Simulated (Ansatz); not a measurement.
# P3 (sextet): from Hartree-Fock to the top rungs, def2-TZVPP

One table from this session's results is given with a row withheld; the runs are named, their logs left out.

Method: def2-TZVPP, core rule «outside noble gas», up to 15 orbitals frozen; program: Ansatz 0.2.0, Gaussian basis.

To be run: UHF; ROHF; CCSD(T) on UHF.

## The geometry

The geometry is a PBE0/def2-TZVP stationary point (not a proven minimum) of the parent state, kept for this charge and spin.

3 atoms, charge 0, spin multiplicity 6.

Atoms are counted from 1 here; the program's logs count them from 0.

Bond lengths: P1–P2 2.056 Å, P2–P3 2.056 Å. Angles: P1–P2–P3 107.7°.

Coordinates:

```xyz
3

P     0.0000   -0.4043    1.6597
P     0.0000    0.8086    0.0000
P     0.0000   -0.4043   -1.6597
```

Set-up of the first run:

File in.yaml:

```yaml
crystal:
  periodic: [false, false, false]
  atoms:
    - {symbol: P, position_ang: [0.000000, -0.404315, 1.659704]}
    - {symbol: P, position_ang: [0.000000, 0.808631, 0.000000]}
    - {symbol: P, position_ang: [0.000000, -0.404315, -1.659704]}
basis:
  gaussian: {orbitals: def2-TZVPP}
magnetization: {spin_polarized: true, initial_magnetization: 5}
hamiltonian: {xc: hf}
output: {orbitals: {seedname: orbitals}}
```

Started as:

```
ansatz run in.yaml --threads 1 --pin off --events-out ev --progress --plain --max-ram 4096MiB --backend cpu
```

Among the steps run: UHF; ROHF; CCSD(T) on UHF.

One of the session's tables, all rows but one given; the rest of the session is left out.

| method | from UCCSD(T) (kJ/mol) |
| --- | --- |
| ROHF | +1054.8 |
| UHF | +1005.1 |
| UMP2 | +185.5 |
| UCCSD | ? |
| UCCSD(T) | 0 |

Q: Estimate the row for UCCSD from the others.

The run gave: from UCCSD(T) (kJ/mol): +51.5. In the column «from UCCSD(T) (kJ/mol)» it lies between UCCSD(T) (0) and UMP2 (+185.5).
